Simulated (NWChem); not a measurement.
# C2H5NS (SMILES [H]/N=C(/C)S): levels of theory compared

Aim: a comparison of 4 runs (CAM-B3LYP/cc-pVDZ, B2PLYP/cc-pVDZ, wB97X/cc-pVDZ, MP3/cc-pVDZ) of C2H5NS. 

The calculation is run with NWChem 7.3.0.

## Step 1: The system as given

C2H5NS has 9 atoms, charge 0, and is taken as a singlet. As SMILES, `[H]/N=C(/C)S`. Geometry: relaxed at PBE0-D4/def2-TZVP. This is one conformer, not always the lowest.

Bond lengths: C1–C2 1.494 Å, C2–N3 1.262 Å, C2–S4 1.781 Å, C1–H5 1.093 Å, C1–H6 1.093 Å, C1–H7 1.089 Å, N3–H8 1.019 Å, S4–H9 1.342 Å. Some angles: C1–C2–N3 121.1°, C1–C2–S4 116.7°, N3–C2–S4 122.2°, C2–C1–H5 110.6°, C2–C1–H6 110.6°, C2–C1–H7 108.9°, C2–N3–H8 112.9°, C2–S4–H9 97.8°, H5–C1–H6 107.8°, H5–C1–H7 109.5°.

## Step 2: Energy and forces at CAM-B3LYP/cc-pVDZ (run 1)

The input, mymol.nw:

```
start mymol
memory 2200 mb
geometry units bohr noautosym nocenter noautoz
  C    1.01988519   1.55581152  -0.63948332
  C   -0.08277000  -0.98775985  -0.10299007
  N    0.70203326  -2.93361084  -1.23682575
  S   -2.53506760  -1.11701711   2.19737354
  H    1.83152256   2.37217320   1.07487622
  H   -0.43709365   2.84914008  -1.32450904
  H    2.48820239   1.35814617  -2.06736038
  H   -0.21127138  -4.53874421  -0.69239565
  H   -2.60820000   1.35436671   2.75862220
end
basis spherical bse
  * library cc-pVDZ
end
dft
  xc xcamb88 1.00 lyp 0.81 vwn_5 0.19 hfexch 1.00
  cam 0.33 cam_alpha 0.19 cam_beta 0.46
  grid xfine
  convergence energy 1e-08
  direct
  iterations 100
  mulliken
  print low
end
task dft gradient
```

Started as:

```bash
$ nwchem mymol.nw > mymol.out
```

The log of the run:

```text
[...]
 d= 0,ls=0.0,diis     1   -532.0045231011 -6.87D+02  1.28D-02  6.83D-01     4.7
[...]
 d= 0,ls=0.0,diis    11   -532.0911029505 -3.58D-09  4.05D-07  1.08D-09    50.7
         Total DFT energy =     -532.091102950526
      One electron energy =    -1036.996595025642
           Coulomb energy =      395.392582943324
    Exchange-Corr. energy =      -45.252772860006
 Nuclear repulsion energy =      154.765681991797
[...]
                         DFT ENERGY GRADIENTS
    atom               coordinates                        gradient
                 x          y          z           x          y          z
   1 C       1.019885   1.555812  -0.639483    0.000001   0.000245   0.000095
   2 C      -0.082770  -0.987760  -0.102990   -0.001706   0.001122   0.001822
   3 N       0.702033  -2.933611  -1.236826   -0.006290  -0.001205   0.005723
   4 S      -2.535068  -1.117017   2.197374    0.006342   0.005737  -0.004858
   5 H       1.831523   2.372173   1.074876   -0.002240  -0.002206  -0.004352
   6 H      -0.437094   2.849140  -1.324509    0.003640  -0.003429   0.001866
   7 H       2.488202   1.358146  -2.067360   -0.003808   0.000791   0.003762
   8 H      -0.211271  -4.538744  -0.692396    0.003543   0.004430  -0.002473
   9 H      -2.608200   1.354367   2.758622    0.000519  -0.005485  -0.001585
 Task  times  cpu:       66.2s     wall:       66.2s
[...]
```

Wall time 67 s (1 thread of AMD EPYC 9R45 (Zen 5), shared host); peak memory 0.15 GiB.

## Step 3: The energy at B2PLYP/cc-pVDZ (run 2)

The input, c2h5ns.nw:

```
start c2h5ns
memory 2200 mb
geometry noautosym nocenter noautoz
 C     0.539700    0.823300   -0.338400
 C    -0.043800   -0.522700   -0.054500
 N     0.371500   -1.552400   -0.654500
 S    -1.341500   -0.591100    1.162800
 H     0.969200    1.255300    0.568800
 H    -0.231300    1.507700   -0.700900
 H     1.316700    0.718700   -1.094000
 H    -0.111800   -2.401800   -0.366400
 H    -1.380200    0.716700    1.459800
end
basis spherical bse
 C library cc-pVDZ
 N library cc-pVDZ
 S library cc-pVDZ
 H library cc-pVDZ
end
dft
 xc hfexch 0.53 becke88 0.47 lyp 0.73 mp2 0.27
 dftmp2 semidirect
 grid xfine
 convergence energy 1e-08
 maxiter 100
 mulliken
 noprint "final vectors analysis"
end
mp2
 freeze core 8
end
task dft energy
```

Started as:

```bash
$ nwchem c2h5ns.nw > c2h5ns.out
```

The log of the run:

```text
[...]
          Wavefunction type:  closed shell.
          No. of atoms     :     9
          No. of electrons :    40
[...]
          Charge           :     0
          Spin multiplicity:     1
[...]
          AO basis - number of functions:    85
[...]
              XC Information
              --------------
                     Hartree-Fock (Exact) Exchange  0.530
                    Becke 1988 Exchange Functional  0.470
              Lee-Yang-Parr Correlation Functional  0.730
[...]
 d= 0,ls=0.0,diis     1   -531.5986032528 -6.86D+02  1.14D-02  5.67D-01     3.5
[...]
 d= 0,ls=0.0,diis    11   -531.6799026775 -2.96D-09  3.60D-07  9.85D-10    31.6
         Total DFT energy =     -531.679902677475
      One electron energy =    -1036.818345662707
           Coulomb energy =      395.227547134147
    Exchange-Corr. energy =      -44.854797433114
 Nuclear repulsion energy =      154.765693284200
[...]
      Total Density - Mulliken Population Analysis
     ---------------------------------------------
    Atom       Charge   Shell Charges
 -----------   ------   -------------------------------------------------------
    1 C    6     5.95   2.01  0.66  0.31  2.11  0.82  0.05
    2 C    6     6.14   2.01  0.70  0.49  1.97  0.82  0.14
    3 N    7     7.18   2.01  0.79  0.70  2.32  1.33  0.03
    4 S   16    16.04   2.00  2.02  0.93  0.84  6.00  2.36  1.80  0.08
    5 H    1     0.95   0.75  0.17  0.03
    6 H    1     0.95   0.75  0.17  0.03
    7 H    1     0.95   0.74  0.18  0.03
    8 H    1     0.91   0.73  0.12  0.05
    9 H    1     0.93   0.71  0.18  0.03
[...]
  Basis functions       =     85
[...]
```

Run time: 35 s. Hardware: 1 thread of AMD EPYC 9R45 (Zen 5), shared host; peak memory 0.23 GiB.

Run 3 isn't shown in full; the table further down has it.

## Step 4: The energy at MP3/cc-pVDZ (run 4)

The input, m1.nw:

```
echo
start m1
memory stack 330 mb heap 110 mb global 1760 mb
geometry noautosym nocenter noautoz
C        0.539700       0.823300      -0.338400
C       -0.043800      -0.522700      -0.054500
N        0.371500      -1.552400      -0.654500
S       -1.341500      -0.591100       1.162800
H        0.969200       1.255300       0.568800
H       -0.231300       1.507700      -0.700900
H        1.316700       0.718700      -1.094000
H       -0.111800      -2.401800      -0.366400
H       -1.380200       0.716700       1.459800
end
basis "ao basis" spherical bse
* library cc-pVDZ
end
scf
thresh 1e-08
maxiter 80
end
tce
scf
mbpt3
freeze core 8
maxiter 60
end
task tce energy
```

Started as:

```bash
$ nwchem m1.nw > m1.out
```

The log of the run:

```text
[...]
  functions       =    85
[...]
  wavefunction    = RHF
[...]
         Total SCF energy =   -530.623224295492
      One-electron energy =  -1036.385857471198
      Two-electron energy =    350.996939891505
 Nuclear repulsion energy =    154.765693284200
        Time for solution =     24.6s
[...]
         Wavefunction type : Restricted Hartree-Fock
          No. of electrons :    40
[...]
         Spin multiplicity : singlet
[...]
```

Wall time 39 s (1 thread of AMD EPYC 9R45 (Zen 5), shared host); peak memory 1.2 GiB.

## Step 5: Overview of the runs

| run | level | task | frozen core orbitals | energy (Eh) | wall time |
| --- | --- | --- | --- | --- | --- |
| 1 | CAM-B3LYP/cc-pVDZ | gradient | – | -532.091103 | 67 s |
| 2 | B2PLYP/cc-pVDZ | energy | 8 | -531.871970 | 35 s |
| 3 | wB97X/cc-pVDZ | gradient | – | -532.120534 | 76 s |
| 4 | MP3/cc-pVDZ | energy | 8 | -531.234363 | 39 s |

## Step 6: What came out

| quantity | value |
| --- | --- |
| run 4: total energy | -531.23436 Eh |
| run 4: HOMO energy (Hartree–Fock orbitals) | -9.93 eV |
| run 4: LUMO energy (Hartree–Fock orbitals) | 3.89 eV |
| run 4: HOMO–LUMO gap (Hartree–Fock orbitals) | 13.83 eV |
| run 4: correlation energy (8 core orbitals frozen) | -611.1 mEh |

In words: Totals of different functionals can't be ranked against each other. All runs together took 3.6 min, the longest 76 s.
